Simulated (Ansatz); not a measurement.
Compare A (`C=CCC(=O)O`) with its isomer B (`C/C=C(\O)C=O`).

Computed with Ansatz on PBE0-D4/def2-TZVP structures; ΔE is electronic, products minus reactants. CCSD(T)/CBS is the MP2 limit (def2-TZVPP, def2-QZVPP) plus CCSD(T) − MP2 in def2-TZVPP, frozen cores. DFT in def2-TZVPP. B3LYP here is the variant with VWN-RPA as its local correlation; programs differ in this. Each species was taken in one conformer, which may not be the lowest.

Which is lower in electronic energy at CCSD(T)/CBS, and by how much? (Estimate.)

Computed: A, by 19.6 kcal/mol.

Give E(B) − E(A) in kcal/mol with B3LYP-D4, PBE0-D4, CCSD(T)/def2-TZVPP, HF/def2-TZVPP, r2SCAN-D4, CCSD/def2-TZVPP, PBE-D4. (An estimate is asked.)

Computed: B3LYP-D4 17.4, PBE0-D4 18.1, CCSD(T)/def2-TZVPP 19.6, HF/def2-TZVPP 23.3, r2SCAN-D4 17.4, CCSD/def2-TZVPP 20.5, PBE-D4 15.9. None reverses the order clearly.

Largest T1 diagnostic: 0.015.

In def2-TZVPP, CCSD(T) changes the Hartree–Fock value by −3.7 kcal/mol (the triples alone add −0.8 kcal/mol) and MP2 by −3.6 kcal/mol. From PBE to PBE0 (25 % exact exchange), in def2-TZVPP and without D4, E(B) − E(A) moves by +2.2 kcal/mol.
